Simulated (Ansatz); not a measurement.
Basis-set extrapolation for C₃H₄N₂O (`N=C=CC(=N)O`) (PBE0-D4/def2-TZVP geometry, frozen core, the Gaussian-basis code of Ansatz). Multiplicity 1, RHF reference.

```tsv
	def2-TZVPP	def2-QZVPP
HF	-299.763425	-299.776583
MP2 correlation	-1.095141	-1.172297
CCSD(T) correlation	-1.165270	not run
```

Energies in hartree. Use E(X) = E(∞) + A·exp(−7.88·√X) for Hartree–Fock and E(X) = E(∞) + B·X^(−2.97) for correlation, with X = 3 and 4, and add CCSD(T) minus MP2 of the smaller set to the MP2 limit.

Question: What is the CCSD(T) energy at the basis-set limit?

Answer: HF limit: -299.776583 + (-0.013158) × 0.13774 = -299.77840. MP2 limit: -1.172297 + (-0.077156) × 0.74074 = -1.22945. Higher-order term: -1.165270 − (-1.095141) = -0.07013. Total: -301.07798 hartree, 391.9 kJ/mol below CCSD(T)/def2-TZVPP.
